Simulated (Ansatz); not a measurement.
K4Ta2S11 (P-1, No. 2; cell taken from a computed entry), treated with r²SCAN (Ansatz, a program for electronic structure, plane waves, PAW).

Settings: plane-wave cutoff 560 eV, 6×4×4 k mesh (along the axes of the cell as run), Fermi–Dirac smearing 0.01 eV, scalar-relativistic PAW data made under PBE.

Cell (relaxed with PBEsol):

Space group P-1 (No. 2); a = 7.4103 Å, b = 11.4306 Å, c = 11.6407 Å, α = 68.72°, β = 86.24°, γ = 85.26°

```
atom  site  symmetry       x       y       z
----  ----  --------  ------  ------  ------
K       2i         1  0.7713  0.3464  0.0561
K       2i         1  0.2701  0.6338  0.4915
K       2i         1  0.4645  0.1900  0.8397
K       2i         1  0.2092  0.0387  0.6160
Ta      2i         1  0.2734  0.3531  0.3416
Ta      2i         1  0.3600  0.1334  0.2035
S       2i         1  0.1689  0.9673  0.2044
S       2i         1  0.6191  0.0831  0.1130
S       2i         1  0.2506  0.3390  0.5406
S       2i         1  0.0720  0.1909  0.3395
S       2i         1  0.3492  0.3661  0.1011
S       2i         1  0.7048  0.0642  0.6295
S       2i         1  0.0362  0.6234  0.7262
S       2i         1  0.2708  0.5864  0.2378
S       2i         1  0.5055  0.1809  0.3673
S       2i         1  0.1872  0.2699  0.0284
S       2i         1  0.5233  0.4863  0.2493
```

### Question
Predict the band gap and Γ–Γ gap.

### Answer

- band gap = 1.93 eV
- Γ–Γ gap = 2.00 eV

Note: cell and atoms aren't relaxed at this level (largest force component 0.27 eV/Å, pressure 1.0 GPa).

Spin–orbit coupling is not included.
